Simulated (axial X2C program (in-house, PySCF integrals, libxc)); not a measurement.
# A two-component session on PF: properties at the nuclei

Wanted for PF: properties at the nuclei, at the two-component level.

Program: an in-house X2C program for linear molecules on PySCF integrals. Level of theory: two-component X2C with atomic mean-field terms, P dyall-v3z, F dyall-av3z. These are calculated values, not measurements.

### 1 Set-up

The input, task.json:

```json
{"zs": [15, 9], "q": 0, "bas": ["dyall-v3z", "dyall-av3z"], "r0": 1.75, "levels": ["PBE0", "HF", "PBE", "BHandHLYP", "BP86"], "nst": 3}
```

Keys: zs atomic numbers; q charge; bas basis sets; r0 starting distance in Å; levels methods (HF also brings MP2); nst determinants followed.

On the command line:

```console
$ python soeom.py task.json out
```

Further steps of the session: Expectation values, lowest determinant; Expectation values, a higher determinant; Expectation values, a higher determinant.

**Question.** What will these runs give? Wanted: lowest determinant; Eeff magnitude; Ws magnitude P; A∥/gI P; qzz P; higher determinant; qzz F; μ (for each run or level that gives them).

As calculated:

```
                                        quantity                                            value
                              lowest determinant  Ω = 1 (excess of +ω over −ω: ω = -1/2, ω = 3/2)
                    Eeff magnitude (GV/cm), PBE0                                           0.0441
                      Ws magnitude P (kHz), PBE0                                           0.0175
                             A∥/gI P (MHz), PBE0                                             -171
                              qzz P (a.u.), PBE0                                             1.14
                              higher determinant                             Ω = 0 (closed shell)
          qzz P (a.u.), PBE0, higher determinant                                             1.14
          qzz F (a.u.), PBE0, higher determinant                                             1.59
                 μ (D), PBE0, higher determinant                                            -0.78
                              higher determinant   Ω = 2 (excess of +ω over −ω: ω = 1/2, ω = 3/2)
Eeff magnitude (GV/cm), PBE0, higher determinant                                           0.0026
  Ws magnitude P (kHz), PBE0, higher determinant                                         0.000512
         A∥/gI P (MHz), PBE0, higher determinant                                              342
          qzz P (a.u.), PBE0, higher determinant                                             1.13
```

In the first state, the effective field runs from 0.0298 to 0.0938 GV/cm over the mean-field levels, so the levels don't agree on it. The expectation values come from single determinants, which for open shells can mix terms of unlike spin or miss the lowest Ω, so a determinant need not be a state. Eeff is the effective electric field on the electron dipole moment in this Ω state and Ws the scalar–pseudoscalar constant (defined with the proton number Z and per Ω); A∥ is the parallel hyperfine constant, which follows by multiplying with the nuclear g factor gI = μI/(I μN); qzz is the electric field gradient, eQq0 = 234.96 MHz × Q/barn × qzz; μ is positive if F is the positive end. The operators were transformed with the bare-nucleus X2C matrices.
